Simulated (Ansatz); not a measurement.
We consider α-N2, described by PBE (Ansatz, an electronic-structure program, PAW).

Numerical settings: plane-wave cutoff 520 eV, 4×4×4 k mesh, scalar-relativistic PAW data made under PBE.

Cell (measured lattice):

Space group Pa-3 (No. 205); a = 5.6670 Å, b = 5.6670 Å, c = 5.6670 Å, α = 90.00°, β = 90.00°, γ = 90.00°

```tsv
atom	site	symmetry	x	y	z
N	8c	.3.	0.0561	0.0561	0.0561
```

### Question
Estimate the Young modulus and Poisson ratio that the calculation returns.

### Answer

- Young modulus: 0.8 GPa
- Poisson ratio: 0.464

Note: the cell isn't this level's own, so it is under some stress, which shifts stiffness and frequencies.

Static lattice: no zero-point or thermal effects.

Computing time: about 6 core-minutes (a rough figure).
